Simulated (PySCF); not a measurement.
Stepwise substitution at one centre (Si Br-H). Isolated molecules, 0 K electronic values unless said otherwise. Strings in code marks are SMILES.

Computed with r2SCAN-D4/def2-TZVP run with PySCF 2.14.0. Excitations are Tamm–Dancoff values on a coarser integration grid. The basis has no diffuse functions, so Rydberg states are missing or too high.

```
species                                       HOMO–LUMO gap (eV)  S1 excitation (TDA) (eV)
--------------------------------------------  ------------------  ------------------------
0 of 4 Br replaced by H (`Br[Si](Br)(Br)Br`)                5.44                         ?
1 of 4 Br replaced by H (`[SiH](Br)(Br)Br`)                 5.95                      6.08
2 of 4 Br replaced by H (`Br[SiH2]Br`)                      6.48                      6.55
3 of 4 Br replaced by H                                     6.70                         ?
4 of 4 Br replaced by H                                     9.58                         –
```

### Question
Complete the blanks.

### Answer

- 0 of 4 Br replaced by H (`Br[Si](Br)(Br)Br`), S1 excitation (TDA) (eV): 5.55
- 3 of 4 Br replaced by H, S1 excitation (TDA) (eV): 6.78
